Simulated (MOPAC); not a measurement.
MOPAC input (AM1):

```
AM1 PRECISE GNORM=0.05 LET XYZ CHARGE=-1 GEO-OK AUX(PRECISION=9) THREADS=1
C2H5

C     0.00340085 1    0.10411341 1    0.84463058 1
C    -0.00316901 1    0.02839917 1   -0.68472531 1
H    -0.87168362 1   -0.45775013 1    1.22954120 1
H     0.88597729 1   -0.45133029 1    1.22167274 1
H    -0.00176189 1   -0.97997600 1   -1.19312952 1
H    -0.88238004 1    0.54379300 1   -1.10483906 1
H     0.86845721 1    0.55018792 1   -1.11267697 1
```

What heat of formation does the run end on?

34.47 kcal/mol.
